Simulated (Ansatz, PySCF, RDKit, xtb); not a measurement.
# CHOP: a search for the lowest isomer, part 2 of 2

Only the formula CHOP is given. Aim: find the structure of lowest free energy at 298.15 K, then its properties.

xtb, Ansatz and PySCF; isolated molecules. The steps go on from the part before.

**13. Frequencies after a tight-binding relaxation (GFN2-xTB)**

Contents of start.xyz:

```xyz
4
c876a
C     -1.107836    -0.778405     2.504298
O     -0.475198    -1.548129     3.084852
P     -2.129840     0.261028     1.663193
H     -1.029598     1.175139     1.604591
```

On the command line:

```
$ xtb start.xyz --gfn 2 --ohess tight
```

The log of the run, cut to the lines that bear on the results:

```text
* xtb version 6.7.1
[...]
          :  # basis functions                  19          :
[...]
          :  # electrons                        16          :
[...]
          :  Hamiltonian                  GFN2-xTB          :
[...]
          :  net charge                          0          :
          :  unpaired electrons                  0          :
[...]
   *** convergence criteria satisfied after 12 iterations ***
[...]
   *** GEOMETRY OPTIMIZATION CONVERGED AFTER 9 ITERATIONS ***
[...]
   *** convergence criteria satisfied after 3 iterations ***
[...]
         ::                     SUMMARY                     ::
         :::::::::::::::::::::::::::::::::::::::::::::::::::::
         :: total energy              -9.178128237390 Eh    ::
         :: gradient norm              0.000090545297 Eh/a0 ::
         :: HOMO-LUMO gap              2.370913365758 eV    ::
         ::.................................................::
         :: SCC energy                -9.281675911751 Eh    ::
         :: -> isotropic ES            0.011991586695 Eh    ::
         :: -> anisotropic ES          0.001345333717 Eh    ::
         :: -> anisotropic XC          0.002480944853 Eh    ::
         :: -> dispersion             -0.001603012905 Eh    ::
         :: repulsion energy           0.103547674361 Eh    ::
         :: add. restraining           0.000000000000 Eh    ::
         :: total charge              -0.000000000000 e     ::
         :::::::::::::::::::::::::::::::::::::::::::::::::::::
[...]
         8        2.0000           -0.3853792             -10.4867 (HOMO)
         9                         -0.2982497              -8.1158 (LUMO)
[...]
     #   Z          covCN         q      C6AA      α(0)
     1   6 C        1.784     0.213    26.193     8.272
     2   8 O        0.866    -0.196    18.005     5.689
     3  15 P        1.916    -0.132   186.107    25.772
     4   1 H        0.977     0.115     1.650     2.007
[...]
molecular dipole:
                 x           y           z       tot (Debye)
 q only:        0.029       0.465      -0.210
   full:        0.225       0.462      -0.142       1.355
molecular quadrupole (traceless):
[...]
          | TOTAL ENERGY               -9.178128237390 Eh   |
          | TOTAL ENTHALPY             -9.158192851508 Eh   |
          | TOTAL FREE ENERGY          -9.187747180847 Eh   |
          | GRADIENT NORM               0.000090323867 Eh/α |
[...]
```

Run time: 0.11 s. Hardware: 1 thread of Intel Xeon Platinum 8259CL at 2.50GHz (Skylake/Cascade Lake), shared host.

**14. Electronic excitations (TD-B3LYP/def2-SVPD)**

An in-house driver calls PySCF's response routines at TD-B3LYP/def2-SVPD; it has no typed input.

The log of the run:

```text
coarse grid: 4416 points
cycle   1  E = -454.9550450276  dE =  3.899e-01  |g| = 5.978e-01  |ddm| = 2.498e+00
cycle   2  E = -454.5329608443  dE =  4.221e-01  |g| = 1.586e+00  |ddm| = 1.306e+00
cycle   3  E = -455.0195419941  dE = -4.866e-01  |g| = 1.245e-01  |ddm| = 1.021e+00
cycle   4  E = -455.0222640136  dE = -2.722e-03  |g| = 9.104e-02  |ddm| = 2.416e-01
cycle   5  E = -455.0250005286  dE = -2.737e-03  |g| = 1.227e-02  |ddm| = 9.969e-02
cycle   6  E = -455.0250449516  dE = -4.442e-05  |g| = 2.809e-03  |ddm| = 1.961e-02
cycle   7  E = -455.0250475969  dE = -2.645e-06  |g| = 6.058e-04  |ddm| = 4.072e-03
final grid: 39720 points
cycle   8  E = -455.0884076207  dE = -4.319e-06  |g| = 3.587e-03  |ddm| = 1.987e-02
cycle   9  E = -455.0883958687  dE =  1.175e-05  |g| = 8.589e-03  |ddm| = 7.748e-03
cycle  10  E = -455.0884100523  dE = -1.418e-05  |g| = 4.562e-04  |ddm| = 5.602e-03
cycle  11  E = -455.0884101197  dE = -6.734e-08  |g| = 1.735e-04  |ddm| = 6.895e-04
cycle  12  E = -455.0884101291  dE = -9.389e-09  |g| = 5.061e-05  |ddm| = 2.276e-04
cycle  13  E = -455.0884101299  dE = -8.015e-10  |g| = 1.160e-05  |ddm| = 6.822e-05
converged SCF energy = -455.0884101299

Static polarisability (au): isotropic 41.412, principal 31.563 33.721 58.952

Singlet excitations
state   eV       nm        f      main configurations
  1   3.2366    383.1   0.00030   H->L 1.00
  2   5.3273    232.7   0.04060   H->L+1 0.64, H-1->L 0.35
  3   5.5711    222.5   0.01842   H->L+2 0.94
  4   6.1879    200.4   0.02412   H->L+3 0.94
  5   7.1330    173.8   0.00280   H-1->L+1 0.91
  6   7.4409    166.6   0.45784   H-1->L 0.57, H->L+1 0.27
  7   7.6234    162.6   0.00139   H->L+4 0.92
  8   8.2422    150.4   0.04239   H->L+5 0.93

Triplet excitations (Tamm-Dancoff, eV): 2.9031 3.6288 5.2426
```

Run time: 4.5 s. Hardware: 1 thread of Intel Xeon Platinum 8259CL at 2.50GHz (Skylake/Cascade Lake), shared host.

The roots found:

```
excited state  energy (eV)  strength
            1        3.237    0.0003
            2        5.327    0.0406
            3        5.571    0.0184
            4        6.188    0.0241
            5        7.133    0.0028
            6        7.441    0.4578
            7        7.623    0.0014
            8        8.242    0.0424
```

**15. NMR shieldings (GIAO PBE0/pcSseg-1)**

An in-house driver calls PySCF's response routines at GIAO PBE0/pcSseg-1; it has no typed input.

The log of the run:

```text
coarse grid: 4416 points
cycle   1  E = -454.8769888736  dE =  4.028e-01  |g| = 5.865e-01  |ddm| = 1.977e+00
cycle   2  E = -454.5625804493  dE =  3.144e-01  |g| = 1.423e+00  |ddm| = 9.175e-01
cycle   3  E = -454.9388536613  dE = -3.763e-01  |g| = 1.155e-01  |ddm| = 7.086e-01
cycle   4  E = -454.9415878869  dE = -2.734e-03  |g| = 7.567e-02  |ddm| = 2.059e-01
cycle   5  E = -454.9433072864  dE = -1.719e-03  |g| = 9.723e-03  |ddm| = 8.025e-02
cycle   6  E = -454.9433327088  dE = -2.542e-05  |g| = 2.871e-03  |ddm| = 1.337e-02
cycle   7  E = -454.9433350661  dE = -2.357e-06  |g| = 2.777e-04  |ddm| = 3.120e-03
final grid: 39720 points
cycle   8  E = -454.9724808871  dE =  4.682e-06  |g| = 1.024e-02  |ddm| = 1.251e-02
cycle   9  E = -454.9724169188  dE =  6.397e-05  |g| = 2.146e-02  |ddm| = 1.385e-02
cycle  10  E = -454.9724987558  dE = -8.184e-05  |g| = 1.567e-03  |ddm| = 9.829e-03
cycle  11  E = -454.9724994438  dE = -6.879e-07  |g| = 3.551e-04  |ddm| = 1.877e-03
cycle  12  E = -454.9724994820  dE = -3.819e-08  |g| = 5.835e-05  |ddm| = 4.355e-04
cycle  13  E = -454.9724994831  dE = -1.105e-09  |g| = 1.104e-05  |ddm| = 6.878e-05
cycle  14  E = -454.9724994831  dE = -3.320e-11  |g| = 2.880e-06  |ddm| = 1.491e-05
converged SCF energy = -454.9724994831

GIAO shielding tensors (ppm)
atom      isotropic    diamagn.    paramagn.     s11        s22        s33       span
  0 C      -27.276     263.587    -290.863   -139.951   -128.729    186.854    326.805
  1 O      -85.454     399.856    -485.310   -286.428   -104.747    134.815    421.242
  2 P      646.666     966.156    -319.490    422.106    648.557    869.337    447.231
  3 H       29.634      29.745      -0.111     23.539     28.369     36.992     13.453
```

Run time: 4.2 s. Hardware: 1 thread of Intel Xeon Platinum 8259CL at 2.50GHz (Skylake/Cascade Lake), shared host.

Isotropic shieldings, averaged over atoms that the bond graph makes equivalent (absolute, not shifts):

```
atoms  shielding (ppm)
   C1            -27.3
   O2            -85.5
   P3            646.7
   H4            29.63
```

**16. The cation at the same geometry (PBE0/def2-TZVPD)**

Contents of input.yaml:

```yaml
crystal:
  periodic: [false, false, false]
  atoms:
    - {symbol: C, position_ang: [-1.107836, -0.778405, 2.504298]}
    - {symbol: O, position_ang: [-0.475198, -1.548129, 3.084852]}
    - {symbol: P, position_ang: [-2.129840, 0.261028, 1.663193]}
    - {symbol: H, position_ang: [-1.029598, 1.175139, 1.604591]}
basis:
  gaussian:
    orbitals: def2-TZVPD
total_charge: 1
magnetization:
  spin_polarized: true
  initial_magnetization: 1
hamiltonian:
  xc: {name: PBE0}
```

On the command line:

```
$ ansatz run input.yaml --threads 1 --pin off --max-ram 2610MiB --events-out events.jsonl --progress --plain --runs-dir runs
```

The log of the run:

```text
Warning: RAYON_NUM_THREADS=1 ignored (pool sized by the plan → 1); use --threads N
[... 2 set-up lines as earlier in the session ...]
  parameter a = 0.25
  parameter kappa = 0.804
  parameter beta = 0.06672455060314922
  exchange = (1 - a)*pbe_x(kappa = kappa, mu = beta*pi^2/3) + a*exact_x
  correlation = pbe_c(beta = beta)
701 factors; their error is unknown
mean field evaluation 1: about -12355.4413 eV, gradient 6.3e1 eV
mean field evaluation 2: about -12117.2048 eV, gradient 1.7e2 eV
mean field evaluation 4: about -12370.0758 eV, gradient 3.0e1 eV
mean field evaluation 8: about -12373.3033 eV, gradient 1.2e-1 eV
mean field evaluation 16: about -12373.3450 eV, gradient 1.5e-3 eV
mean field -12373.34501876 eV, -454.7120424851 hartree, gradient 4.8e-5 eV, S^2 0.759229; 0 other end points of the search recorded, 0 dependent functions left out
reference -12373.34504437 eV, -454.7120434261 hartree; 15, 14 occupied and 114, 115 virtual orbitals, 701 factors
Total energy: -12373.34504437 eV, -454.7120434261 hartree
```

It took 4.2 s on 1 thread of Intel Xeon Platinum 8259CL at 2.50GHz (Skylake/Cascade Lake), shared host.

Difference from the parent: 9.38 eV.

**17. The anion at the same geometry (PBE0/def2-TZVPD)**

Edit input.yaml of step 16 so:

```diff
@@ -10,3 +10,3 @@
     orbitals: def2-TZVPD
-total_charge: 1
+total_charge: -1
 magnetization:
@@ -15,2 +15,4 @@
 hamiltonian:
-  xc: {name: PBE0}
+  xc: pbe0
+scf:
+  lower_state_search: off
```

On the command line:

```
$ ansatz run input.yaml --threads 1 --pin off --max-ram 2610MiB --events-out events.jsonl --progress --plain --runs-dir runs
```

The log of the run, cut to the lines that bear on the results:

```text
Warning: RAYON_NUM_THREADS=1 ignored (pool sized by the plan → 1); use --threads N
[... 2 set-up lines as earlier in the session ...]
[...]
701 factors; their error is unknown
[...]
mean field -12382.40906919 eV, -455.0451401945 hartree, gradient 8.2e-6 eV, S^2 0.756891; 0 other end points of the search recorded, 0 dependent functions left out
reference -12382.40910113 eV, -455.0451413682 hartree; 16, 15 occupied and 113, 114 virtual orbitals, 701 factors
Total energy: -12382.40910113 eV, -455.0451413682 hartree
Checks for a lower state left out: stability, starts, cluster_reference, orbital_swaps, neighbouring_geometries, increment
```

Wall time 3.6 s (1 thread of Intel Xeon Platinum 8259CL at 2.50GHz (Skylake/Cascade Lake), shared host).

Parent less the species with the added electron: -0.32 eV. The extra electron isn't bound at this geometry, so the number measures the basis, not the molecule.

**18. The triplet at the same geometry (PBE0/def2-TZVPD)**

Contents of input.yaml:

```yaml
crystal:
  periodic: [false, false, false]
  atoms:
    - symbol: C
      position_ang: [-1.107836, -0.778405, 2.504298]
    - symbol: O
      position_ang: [-0.475198, -1.548129, 3.084852]
    - symbol: P
      position_ang: [-2.129840, 0.261028, 1.663193]
    - symbol: H
      position_ang: [-1.029598, 1.175139, 1.604591]
basis:
  gaussian:
    orbitals: def2-TZVPD
magnetization:
  spin_polarized: true
  initial_magnetization: 2
hamiltonian:
  xc: {name: PBE0}
```

On the command line:

```
$ ansatz run input.yaml --threads 1 --pin off --max-ram 2610MiB --events-out events.jsonl --progress --plain --runs-dir runs
```

The log of the run, cut to the lines that bear on the results:

```text
Warning: RAYON_NUM_THREADS=1 ignored (pool sized by the plan → 1); use --threads N
[... 7 set-up lines as earlier in the session ...]
701 factors; their error is unknown
mean field evaluation 1: about -12374.9119 eV, gradient 3.3e1 eV
mean field evaluation 2: about -12341.3653 eV, gradient 8.6e1 eV
mean field evaluation 4: about -12379.4638 eV, gradient 9.2e0 eV
mean field evaluation 8: about -12379.8034 eV, gradient 1.2e-1 eV
mean field evaluation 16: about -12379.8439 eV, gradient 4.0e-4 eV
mean field -12379.84388275 eV, -454.9508713313 hartree, gradient 3.1e-5 eV, S^2 2.011195; 1 other end points of the search recorded, 0 dependent functions left out
reference -12379.84391617 eV, -454.9508725597 hartree; 16, 14 occupied and 113, 115 virtual orbitals, 701 factors
Total energy: -12379.84391617 eV, -454.9508725597 hartree
```

Run time: 6.3 s. Hardware: 1 thread of Intel Xeon Platinum 8259CL at 2.50GHz (Skylake/Cascade Lake), shared host.

It lies 2.88 eV above the singlet.

**19. Stability of the closed-shell solution (PBE0/def2-SVP)**

Contents of run.py:

```python
# O=C=P
from pyscf import gto, dft

mol = gto.Mole()
mol.atom = [
    ('C', (-1.107836, -0.778405, 2.504298)),
    ('O', (-0.475198, -1.548129, 3.084852)),
    ('P', (-2.129840, 0.261028, 1.663193)),
    ('H', (-1.029598, 1.175139, 1.604591)),
]
mol.max_memory = 1860
mol.basis = 'def2-svp'
mol.verbose = 3
mol.build()

mf = dft.RKS(mol)
mf.xc = 'pbe0'
mf = mf.density_fit(auxbasis='def2-universal-jkfit')
mf.max_cycle = 100
mf.grids.level = 3
mf.kernel()
if not mf.converged:
    mf = mf.newton().run(mf.mo_coeff, mf.mo_occ)

etot = mf.e_tot
print('Final energy', etot)
mo_i, mo_e, stable_i, stable_e = mf.stability(internal=True, external=True, return_status=True)
print('stable: internal', stable_i, 'external', stable_e)
```

On the command line:

```
$ OMP_NUM_THREADS=1 python run.py
```

The log of the run:

```text
converged SCF energy = -454.80378734895
Final energy -454.80378734895
<class 'pyscf.df.df_jk.DFRKS'> wavefunction is stable in the internal stability analysis
<class 'pyscf.df.df_jk.DFRKS'> wavefunction is stable in the real -> complex stability analysis
<class 'pyscf.df.df_jk.DFRKS'> wavefunction is stable in the RHF/RKS -> UHF/UKS stability analysis
stable: internal True external True
```

It took 21 s on 1 thread of Intel Xeon Platinum 8259CL at 2.50GHz (Skylake/Cascade Lake), shared host.

**20. Results**

What follows sums up all 2 parts.

| quantity | value |
| --- | --- |
| lowest structure found | O=C=P, singlet, Cs |
| next finalist | OC#P, singlet, 20.9 kcal/mol higher in G |
| share at equilibrium, among the finalists | 100.0 % |
| funnel | 21 starts, 6 minima at GFN2-xTB, 7 screening runs, 3 relaxed, 3 ranked |
| CPU time of all runs | 4.8 min |
| harmonic wavenumbers, lowest and highest (PBE0-D3(BJ)/def2-SVP) | 387 and 2397 cm⁻¹ |
| rotational constants, same geometry | 8.381, 0.1856, 0.1816 cm⁻¹ |
| dipole moment (PBE0/def2-TZVPD) | 0.81 D |
| HOMO energy (PBE0/def2-TZVPD) | -7.01 eV |
| LUMO energy (PBE0/def2-TZVPD) | -1.82 eV |
| HOMO–LUMO gap (PBE0/def2-TZVPD) | 5.19 eV |
| lowest excitation (TD-B3LYP/def2-SVPD) | 3.24 eV (f = 0.000) |
| strongest of the states computed, same level | 7.44 eV (f = 0.458) |
| lowest triplet excitation, same level, Tamm-Dancoff | 2.90 eV |
| vertical ionisation energy | 9.38 eV |
| vertical electron affinity | -0.32 eV (unbound: the value depends on the basis) |
| vertical triplet less singlet | +2.88 eV |

In words: `O=C=P` comes out lowest. Among the finalists first place is clear (20.9 kcal/mol); structures outside the list aren't covered. GFN2-xTB, HF/STO-3G, r2SCAN-D4/def2-SVP, PBE0-D3(BJ)/def2-SVP, HF/def2-TZVPP and MP2/def2-TZVPP already put its bonding pattern lowest among the structures in one piece. The largest share of the time went into the vibrations (25 %). A large T1 diagnostic among the finalists warns that one reference determinant may not suffice. It concerns: the finalist C1=PO1 (singlet). Measured bands beside the harmonic value that lies nearest after scaling by 0.96 (printed unscaled): 697 cm⁻¹ (298 K; “HPCO—A Phosphorus‐Containing Analogue of Isocyanic Acid”, 2017, pmc:5396272), calculated 739 cm⁻¹; 873 cm⁻¹ (298 K; “HPCO—A Phosphorus‐Containing Analogue of Isocyanic Acid”, 2017, pmc:5396272), calculated 855 cm⁻¹; 2011 cm⁻¹ (298 K; “HPCO—A Phosphorus‐Containing Analogue of Isocyanic Acid”, 2017, pmc:5396272), calculated 2148 cm⁻¹; 2306 cm⁻¹ (298 K; “HPCO—A Phosphorus‐Containing Analogue of Isocyanic Acid”, 2017, pmc:5396272), calculated 2397 cm⁻¹. The calculated values lie -2.0 to +6.8 % away; anharmonicity is left out, and bands are matched by nearness alone, so a match can be wrong and a large miss can look smaller than it is. Of 5 measured bands 4 are shown: one to each calculated mode, the highest modes. Lowest found is not proven lowest: the search is finite, and each finalist counts with one conformer.
